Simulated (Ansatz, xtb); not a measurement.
Relative energy of two conformers of CH2NaS

Structure a is `[Na][CH]S`, a doublet and structure b is `[Na][CH]S`, a doublet. Both are isolated molecules in the gas phase, relaxed with PBE-D3(BJ)/def2-SVP.

a (Å):

```yaml
atoms:
  - { symbol: C, position_ang: [-0.1828, -0.5126, -0.0570] }
  - { symbol: Na, position_ang: [1.9349, -0.5731, 0.8335] }
  - { symbol: S, position_ang: [-1.1524, 0.7867, -0.6868] }
  - { symbol: H, position_ang: [-0.7376, 1.8243, 0.1090] }
  - { symbol: H, position_ang: [-0.5324, -1.3902, -0.6550] }
```

b (Å):

```yaml
atoms:
  - { symbol: C, position_ang: [-1.0388, -3.5158, 2.3277] }
  - { symbol: Na, position_ang: [-3.0764, -2.5856, 2.8057] }
  - { symbol: S, position_ang: [0.1336, -2.6901, 1.3569] }
  - { symbol: H, position_ang: [-0.5646, -4.3011, 2.9558] }
  - { symbol: H, position_ang: [1.3673, -3.2108, 1.7060] }
```

Energies in hartree; the thermal terms are from PBE-D3(BJ)/def2-SVP harmonic frequencies (ideal gas, rigid rotor, one conformer each, 298.15 K, 1 atm) and include the zero-point energy:

|  | a | b |
| --- | --- | --- |
| E, CCSD(T)/def2-TZVP | −598.912712 | −598.912615 |
| zero-point energy | 0.021695 | 0.020816 |
| H(298 K) − E | 0.027378 | 0.026690 |
| G(298 K) − E | −0.006566 | −0.007626 |

Problem. Work out ΔE, ΔE₀, ΔH and ΔG for a → b in kcal/mol (1 Eh = 627.51 kcal/mol) and the equilibrium ratio [b]/[a].

Solution. 1. ΔE = −598.912615 − (−598.912712) = +0.000097 Eh = +0.06 kcal/mol.
2. ΔE₀ = ΔE + ΔZPE = +0.000097 + (−0.000879) Eh = −0.49 kcal/mol.
3. ΔH = ΔE + (−0.000688) Eh = −0.37 kcal/mol.
4. ΔG = ΔE + (−0.001060) Eh = −0.60 kcal/mol, so ΔS = (ΔH − ΔG)/T = +3.3 J/(mol K).
5. kT = 0.9442 mEh, so K = [b]/[a] = exp(−ΔG/kT) = exp(+1.02) ≈ 2.8.

The two are too close for this level to say which is favoured. An error of 1 kcal/mol in ΔG would change K by a factor of 5.4. Mirror images and further conformers aren't counted.

Other levels gave ΔE = +0.6 (PBE-D3(BJ)/def2-SVP); +0.1 (HF/def2-TZVP); +0.1 (MP2/def2-TZVP) kcal/mol. Open shells are spin-unrestricted. The correlated steps freeze 7 core orbitals; the last core shell of Na is correlated, in a basis made for valence electrons. Programs: Ansatz 0.2.0.
